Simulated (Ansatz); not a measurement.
# AlH₂O (quartet): from Hartree-Fock to the top rungs at a displaced geometry (v1), cc-pVDZ

How much of the correlation energy of AlH₂O (quartet) does each wave-function method recover here?

Method: cc-pVDZ, core rule «outside noble gas», up to 6 orbitals frozen; program: Ansatz 0.2.0, Gaussian basis.

The runs, in order: UHF; CCSD(T) on ROHF; CCSD(T) on UHF; BCCD(T) on ROHF; CISD; CCSDT(Q) on ROHF; CCSDT(Q) on UHF.

37 further runs of the same task are left out: 16 for a known fault of the program, 10 that didn't finish, 11 set aside as unsound or not needed.

**1. The system**

The geometry is a PBE0/def2-TZVP stationary point (not a proven minimum) with its atoms shifted at random (size 0.040 Å).

4 atoms, charge 0, spin multiplicity 4.

Atoms are counted from 1 here; the program's logs count them from 0.

Bond lengths: Al1–O2 1.758 Å, Al1–H3 1.762 Å, Al1–H4 1.770 Å. Angles: O2–Al1–H3 63.2°, O2–Al1–H4 65.5°, H3–Al1–H4 128.7°.

Coordinates:

```xyz
4

Al    0.00049    0.00521    0.65924
O    -0.00035   -0.01093   -1.09845
H     0.04762   -1.57372   -0.12036
H    -0.05516    1.60766   -0.09056
```

**2. UHF**

in.yaml

```yaml
crystal:
  periodic: [false, false, false]
  atoms:
    - {symbol: Al, position_ang: [0.000487, 0.005213, 0.659235]}
    - {symbol: O, position_ang: [-0.000346, -0.010930, -1.098452]}
    - {symbol: H, position_ang: [0.047618, -1.573718, -0.120363]}
    - {symbol: H, position_ang: [-0.055159, 1.607664, -0.090561]}
basis:
  gaussian: {orbitals: cc-pVDZ}
magnetization: {spin_polarized: true, initial_magnetization: 3}
hamiltonian: {xc: hf}
output: {orbitals: {seedname: orbitals}}
```

On the command line:

```console
$ ansatz run in.yaml --threads 1 --pin off --events-out ev --progress --plain --max-ram 2393MiB
```

The runs that follow: CCSD(T) on ROHF; CCSD(T) on UHF; BCCD(T) on ROHF; CISD; CCSDT(Q) on ROHF; CCSDT(Q) on UHF.

Before running them: what should the planned runs give, taken together? Wanted: UCCSDT(Q) below the RHF energy; RMP2 from UCCSDT(Q); UMP2 from UCCSDT(Q); RCCSD from UCCSDT(Q); RCCSD(T) from UCCSDT(Q); UCCSD(T) from UCCSDT(Q); RCCSDT(Q) from UCCSDT(Q); T1 diagnostic.

As calculated:

| quantity | value |
| --- | --- |
| UCCSDT(Q) below the RHF energy | -7.5526 eV |
| RMP2 from UCCSDT(Q) | +127.6 kJ/mol |
| UMP2 from UCCSDT(Q) | +126.2 kJ/mol |
| RCCSD from UCCSDT(Q) | +31.5 kJ/mol |
| RCCSD(T) from UCCSDT(Q) | +8.4 kJ/mol |
| UCCSD(T) from UCCSDT(Q) | +8.1 kJ/mol |
| RCCSDT(Q) from UCCSDT(Q) | +0.2 kJ/mol |
| levels within 1 kcal/mol (43 meV) | RCCSDT, UCCSDT, RCCSDT(Q) |
| T1 diagnostic | 0.067 |

What this shows: RCCSD(T) lands +8.4 kJ/mol from the yardstick (1.2 % of the correlation energy). These misses are within one basis, not against nature; the frozen cores of restricted and unrestricted runs differ, which can shift their rows.
